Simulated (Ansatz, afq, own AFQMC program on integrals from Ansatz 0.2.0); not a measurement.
**Where AFQMC and coupled cluster stand for BSiH3, singlet**

```yaml
atoms:
  - { symbol: Si, position_ang: [0.0091, 0.0000, 0.6016] }
  - { symbol: B, position_ang: [0.0825, 0.0000, -1.2150] }
  - { symbol: H, position_ang: [-0.6559, -0.9412, -0.6669] }
  - { symbol: H, position_ang: [-0.6559, 0.9412, -0.6669] }
  - { symbol: H, position_ang: [0.1724, 0.0000, -2.3958] }
```

Connectivity, by distances: Si–BH, 2 bridging H.

Basis aug-cc-pVDZ. Only valence electrons are correlated. Ansatz 0.2.0 and our own AFQMC program on the same integrals; the CISD trial comes from CCSD amplitudes, and released means the phaseless constraint is let go. ± is one standard error of the sampling.

Determinant: RHF, the one that the program's search chose, which needn't be the lowest solution. The geometry is a PBE0/def2-TZVP stationary point of this or a neighbouring charge and spin state.

No full CI on the walks' own integrals is used here; CCSDT(Q) serves as the reference and is uncertain by about the last step of the cluster series.

Cautions: the released energies are still falling, so no released level is given (meV from the phaseless value at times in 1/Eh: 0 ± 3 at 0.24, -2 ± 4 at 0.50, -9 ± 3 at 1.00, -12 ± 4 at 1.50), though the last usable value meets CCSDT(Q) within the noise.

The T1 diagnostic is 0.0141, the weight of the determinant in the CISD state is 0.865 and the size of the correlated space is 10 electrons in 71 orbitals.

```csv
level,correlation energy (eV)
MP2,-5.3693
CCSD,-6.2877
CCSD(T),-6.5494
```

Task: Estimate where phaseless AFQMC with the Hartree–Fock trial lies against CCSD(T) on the same integrals.

Result: 89.4 ± 25.3 meV below CCSD(T).

Reference: CCSDT(Q), correlation energy -6.595 eV.

```csv
level,E − E(reference) (meV),share of correlation (%)
CCSD(T),46.0,99.30
CCSDT,15.6,99.76
ph-AFQMC/HF,-43.4 ± 25.3,100.66
ph-AFQMC/CISD,9.5 ± 4.6,99.86
```

A walk keeps the symmetry of its determinant, which the program's search chose and which needn't be the lowest solution, so a lower state of the same spin and another symmetry isn't excluded.
